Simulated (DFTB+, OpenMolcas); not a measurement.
How methods differ on C2H3N (acetonitrile)

C2H3N: 6 atoms, total charge 0, spin state singlet. As SMILES, `CC#N`. Geometry: relaxed at PBE0-D4/def2-TZVP.

```xyz
6

C    -0.2809    0.3353   -0.2143
C     0.5549   -0.6622    0.4233
N     1.2176   -1.4532    0.9287
H     0.1161    0.5828   -1.1998
H    -1.2970   -0.0449   -0.3292
H    -0.3107    1.2423    0.3913
```

Quantity: the dipole moment, in D. The values are calculated.

| level | kind | program | value (D) | CPU time |
| --- | --- | --- | --- | --- |
| DFTB1 | semi-empirical | DFTB+ | 5.27 | under 2 s |
| HF/def2-TZVP | Hartree–Fock | OpenMolcas | 4.21 | 17 s |
| SVWN5/def2-TZVP | LDA | OpenMolcas | 4.05 | 36 s |
| revPBE/def2-TZVP | GGA | OpenMolcas | 3.90 | 46 s |
| M06-L/def2-TZVP | meta-GGA | OpenMolcas | 3.92 | 58 s |
| B3LYP/def2-TZVP | global hybrid | OpenMolcas | 4.00 | 44 s |
| M06-2X/def2-TZVP | hybrid meta-GGA | OpenMolcas | 4.00 | 51 s |
| PBE0/def2-TZVP | global hybrid | OpenMolcas | ? | 46 s |

**Question.** Estimate what the levels marked ? give.

**Answer.** As computed at these levels: PBE0/def2-TZVP: 4.02 D. Measured: 3.92 D (NIST CCCBDB). Nearest: M06-L/def2-TZVP (0.00 D); farthest: DFTB1 (+1.35 D). The measured dipole is a vibrational average, so differences of a few hundredths of a debye mean little. Computed less measured by kind, in D (def2-TZVP rows): semi-empirical +1.35; Hartree–Fock +0.29; LDA +0.13; GGA -0.02; meta-GGA +0.00; global hybrid +0.08 to +0.10. CPU times are rough (shared hosts, several kinds of processor): they show what a rung costs within a factor of a few.
